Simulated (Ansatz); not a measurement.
Ansatz (a quantum-chemistry and plane-wave program) input (B3LYP/3-21G): The .json file is the Basis Set Exchange's 3-21G.

Ansatz 0.2 input:
```yaml
crystal:
  periodic: [false, false, false]
  atoms:
    - {symbol: C, position_ang: [-0.00226556, 0.74468015, -0.37592749]}
    - {symbol: O, position_ang: [0.04576652, 0.09443684, 0.82068210]}
    - {symbol: C, position_ang: [0.04828699, -0.69904179, -0.41916867]}
    - {symbol: H, position_ang: [-0.78219807, 1.46229338, -0.61082909]}
    - {symbol: H, position_ang: [-0.84845617, -1.29597784, -0.55285518]}
    - {symbol: H, position_ang: [0.98839347, -1.19564042, -0.63119565]}
basis:
  gaussian:
    orbitals: 3-21G.json
hamiltonian:
  xc: {name: B3LYP}
magnetization: {spin_polarized: true, initial_magnetization: 1}
output: {forces: true}
```

Output:

```
Functional definition: B3LYP
integrals: 0.01 GiB planned
402 factors; integrals over basis functions are off by at most 9.0e-4 eV
mean field: 0.10 GiB planned
mean field evaluation 1: about -4141.6290 eV, gradient 1.7e1 eV
mean field evaluation 2: about -4141.9171 eV, gradient 1.5e1 eV
mean field evaluation 4: about -4142.8306 eV, gradient 1.0e0 eV
mean field evaluation 8: about -4142.8759 eV, gradient 3.5e-2 eV
mean field -4142.87590942 eV, -152.2478815290 hartree, gradient 5.2e-5 eV, S^2 0.752164; 0 other end points of the search recorded, 0 dependent functions left out
the calculation of the forces begins
reference -4142.87605937 eV, -152.2478870397 hartree; 12, 11 occupied and 21, 22 virtual orbitals, 402 factors
Total energy: -4142.87605937 eV, -152.2478870397 hartree
Atom 0 at    -0.002266     0.744680    -0.375927 Å, force    -0.074272     1.978597    -1.836185 eV/Å
Atom 1 at     0.045767     0.094437     0.820682 Å, force     0.105564    -0.138913     3.419068 eV/Å
Atom 2 at     0.048287    -0.699042    -0.419169 Å, force    -0.003617    -1.711354    -1.280747 eV/Å
Atom 3 at    -0.782198     1.462293    -0.610829 Å, force    -0.012474    -0.061083    -0.106699 eV/Å
Atom 4 at    -0.848456    -1.295978    -0.552855 Å, force    -0.005554    -0.038025    -0.078265 eV/Å
Atom 5 at     0.988393    -1.195640    -0.631196 Å, force    -0.009647    -0.029222    -0.117172 eV/Å
Dipole moment:    -0.152871    -0.137814    -0.317068 e Å
```

The geometry given is a B3LYP-D3(BJ)/def2-TZVP minimum.
